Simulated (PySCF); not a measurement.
Molecule: phosphethene, CH₃P.

Bonds (- single, = double, # triple, : aromatic): C1=P2. C1 carries H3, H4; P2 carries H5. H3 is cis to H5; H4 is trans to H5.

Frames of a GFN2-xTB Langevin trajectory at 200 K; GIAO PBE0/pcSseg-1 shieldings in PySCF 2.14.0 with density-fitted response routines, gas phase, non-relativistic; equivalent atoms averaged within each frame.

Chemical shifts δ = σref − σ; TMS for 13C (σ = 186.93 ppm), 1H (σ = 31.72 ppm); H3PO4 for 31P (σ = 318.38 ppm), all at this level. The references are static minima.

Q: How do the shifts (ppm) fluctuate along the trajectory?

A: 
| time (fs) | C1 | P2 | H3 | H4 | H5 |
| --- | --- | --- | --- | --- | --- |
| optimised geometry | 197.5 | 273.4 | 9.07 | 8.98 | 7.06 |
| 250 | 200.0 | 279.0 | 9.32 | 9.02 | 6.59 |
| 425 | 187.5 | 306.7 | 8.71 | 8.76 | 7.95 |
| 625 | 198.1 | 302.3 | 9.40 | 9.35 | 7.70 |
| 800 | 186.6 | 287.4 | 8.40 | 8.98 | 7.11 |
| 1000 | 204.9 | 311.2 | 9.50 | 9.79 | 7.03 |
| mean of frames | 195.4 | 297.3 | 9.07 | 9.18 | 7.28 |
| standard deviation | 8.0 | 13.6 | 0.48 | 0.40 | 0.54 |

5 frames give an uncertainty of the mean of about the standard deviation over 2.2 at best, since frames this close in time may not be independent; classical motion lacks zero-point vibration, and the reference would need the same averaging.
